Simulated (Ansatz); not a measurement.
## CH2, triplet: reading a ladder of total energies

Geometry: that of the CH2, singlet, kept fixed.

| atom | x (Å) | y (Å) | z (Å) |
| --- | --- | --- | --- |
| C | 0.0000 | -0.1011 | 0.0000 |
| H | 0.0000 | 0.6021 | -0.8621 |
| H | 0.0000 | 0.6021 | 0.8621 |

Basis cc-pVDZ; Ansatz 0.2.0. Only valence electrons are correlated (noble-gas cores frozen), which leaves 6 electrons in 23 orbitals. Prefix R: restricted or restricted open-shell reference; prefix U: unrestricted.

Full CI is exact within this basis and frozen core; it isn't the basis-set limit. The frozen core follows each run's orbitals, which can shift R against U totals by a few meV.

Runs differ by some tens of microhartree through their thresholds and, for an open shell, their frozen cores, so steps under 0.1 kcal/mol mean nothing.

| level | total energy (hartree) |
| --- | --- |
| UHF | -38.909063 |
| UMP2 | -39.003054 |
| UCCSD | -39.023350 |
| UCCSD(T) | -39.025229 |
| UCCSDT | -39.025644 |
| UCCSDT(Q) | -39.025721 |
| full CI | -39.025703 |

Question: What is the correlation energy at full CI, and what share of it do UMP2 and UCCSD(T) recover?

Answer: E(corr) = -39.025703 − (-38.909063) = -0.116640 hartree = -3.174 eV. UMP2: -0.093991 / -0.116640 = 80.58 %. UCCSD(T): -0.116166 / -0.116640 = 99.59 %.

Question: By how many kcal/mol does UCCSD(T) miss full CI (1 hartree = 627.509 kcal/mol), and which steps make up the rest?

Answer: -39.025229 − (-39.025703) = 0.000474 hartree = 0.30 kcal/mol. Steps: UCCSDT − UCCSD(T) = -0.26, UCCSDT(Q) − UCCSDT = -0.05, full CI − UCCSDT(Q) = 0.01 kcal/mol. That is within 1 kcal/mol of the reference in this basis, which itself misses far more of the correlation at the basis-set limit.
